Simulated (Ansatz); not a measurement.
CCSD(T) against full CI for several species

Each species is computed at the geometry given (Å), with frozen cores, in Ansatz 0.2.0: RHF-CCSD(T) for singlets, UHF-CCSD(T) otherwise, and full CI in the same basis. The program picks the determinant by trial CCSD, so it needn't be the lowest Hartree–Fock solution. States: SiH3⁺ A1, HAlF⁺ A', HSiN A'. Cases whose determinant has another symmetry than full CI's state, or whose (Q) step broke down, weren't drawn.

**Question.** Judging by size, spin and bonding and the diagnostics given, rank them by the size of CCSD(T)'s error in total energy against full CI in the same basis, smallest first (an estimate).
A. SiH3⁺, singlet, aug-cc-pVDZ: Si 0.000 0.000 0.000; H 1.472 0.014 0.000; H -0.748 1.268 -0.003; H -0.724 -1.282 0.003. T1 0.009, (T) -45 meV in a correlation energy of -3.08 eV
B. HSiN, triplet, 6-31G: Si 0.000 -0.083 0.402; N 0.000 0.075 -0.886; H 0.000 1.263 1.108. T1 0.036, (T) -116 meV in a correlation energy of -4.02 eV
C. HAlF⁺, singlet, 6-31G: Al 0.000 -0.115 0.645; F 0.000 0.098 -0.997; H 0.000 1.235 1.517. T1 0.027, (T) -92 meV in a correlation energy of -4.70 eV

**Answer.** A (14.7 meV), C (20.5 meV), B (45.1 meV).

| species | basis | correlated electrons | CCSD(T) − full CI (meV) | CCSDT(Q) − full CI (meV) | unpaired electrons (full CI) | T1 | ⟨S²⟩ of the determinant |
| --- | --- | --- | --- | --- | --- | --- | --- |
| SiH3⁺, singlet | aug-cc-pVDZ | 6 | 14.7 | 0.3 | 0.03 | 0.009 | 0.00 |
| HAlF⁺, singlet | 6-31G | 10 | 20.5 | -5.2 | 0.05 | 0.027 | 0.00 |
| HSiN, triplet | 6-31G | 10 | 45.1 | -0.6 | 2.07 | 0.036 | 2.07 |

Unpaired electrons are Σ n²(2−n)² over natural occupations; an open shell counts its own unpaired electrons too. Frozen cores follow each run's orbitals, which moves totals by a few meV.
